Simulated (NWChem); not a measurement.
System: ammonia (NH$_{3}$); SMILES N

Results from NWChem. The geometry was optimised at PBE0/def2-SVP.

For level B3LYP/def2-TZVPD:

```yaml
highest occupied level (eV): -7.57
orbital gap (eV): 7.55
```

How do the values read with level TPSS/def2-TZVPD instead?

The highest occupied level (eV) is -6.33 and the orbital gap (eV) is 6.18.
